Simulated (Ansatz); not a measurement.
## doublet BO₂: levels of theory in one basis

| atom | x (Å) | y (Å) | z (Å) |
| --- | --- | --- | --- |
| O | 0.0000 | 0.0000 | -1.2650 |
| B | 0.0000 | 0.0000 | 0.0000 |
| O | 0.0000 | 0.0000 | 1.2650 |

Basis set: def2-SVP (spherical functions). Left uncorrelated: 3 orbitals. Correlation on ROHF uses semicanonical orbitals with singles. Charge 0, multiplicity 2.

Computed with Ansatz (development build ahead of 0.2.0); each method stands on the lowest determinant of its kind that the runs found.

```csv
method,E − E(ROHF) (eV),<S²> of the determinant
ROHF,0.00,0.75
UHF,-0.42,0.94
ROHF-MP2,-11.12,–
UHF-MP2,-11.09,0.94
ROHF-CCSD(T),-12.23,–
UHF-CCSD(T),-12.25,0.94
```

**Question.** Is a single determinant a sound starting point here?

**Answer.** Only with care. Unrestricted orbitals gain 0.42 eV and <S²> is 0.94 against 0.75 for a pure state, a contamination that matters most for the unrestricted series.

Caution for ROHF, ROHF-MP2, ROHF-CCSD(T): the determinant may break the point group. Caution for UHF, UHF-MP2, UHF-CCSD(T): the unrestricted determinant is spin contaminated. Caution for ROHF-MP2: another reference gives a lower total.
